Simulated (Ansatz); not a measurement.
Relaxation of BH6NS (9 atoms, charge 0, multiplicity 1), to a largest force component of 0.03 eV/Å in at most 50 steps.

These are results of RKS PBE/6-31G* (Ansatz 0.2.0), not measurements.

```xyz
9
Properties=species:S:1:pos:R:3:forces:R:3
B -0.158 0.579 -0.357 0.05 0.69 -0.11
H -0.181 -0.233 1.904 -0.28 -1.65 0.01
H 0.860 -0.061 -0.383 -0.06 0.02 -0.03
N -1.370 0.029 -0.798 0.00 0.00 0.05
H -1.432 -0.931 -1.127 0.00 -0.03 0.00
H -2.271 0.504 -0.761 0.05 -0.01 -0.04
S 0.013 2.342 0.241 0.00 -0.31 -0.44
H -1.283 2.726 0.076 -0.02 0.00 0.02
H -0.057 0.455 2.045 0.25 1.28 0.53
```

**Question.** Where does it end, and by what steps?

**Answer.** The forces met the threshold. The force dipped under the threshold on the way, but the program's further checks kept it going. After 15 steps the energy has fallen by 0.265 eV; H2 moved furthest, 1.23 Å.

```csv
step,energy less start (eV),largest force component (eV/Å),accepted
0,0.0000,1.645,yes
1,-0.1589,0.322,yes
2,-0.2125,0.261,yes
3,-0.2396,0.150,yes
4,-0.2512,0.127,yes
5,-0.2566,0.059,yes
6,-0.2595,0.039,yes
7,-0.2598,0.146,yes
8,-0.2614,0.116,yes
9,-0.2625,0.005,yes
10,-0.2593,0.401,no
11,-0.2631,0.026,yes
12,-0.2634,0.088,yes
13,-0.2638,0.059,yes
14,-0.2644,0.020,yes
15,-0.2647,0.024,yes
```

```xyz
9
Properties=species:S:1:pos:R:3
B -0.152 0.689 -0.758
H -0.177 -0.269 3.132
H 0.869 0.126 -1.055
N -1.386 0.068 -1.003
H -1.443 -0.857 -1.423
H -2.295 0.471 -0.782
S 0.055 2.341 -0.001
H -1.260 2.650 0.187
H -0.090 0.192 2.544
```

The run took 18 s on 1 thread of Intel(R) Xeon(R) Platinum 8488C (Sapphire Rapids), on a shared host, peak memory 0.14 GiB.
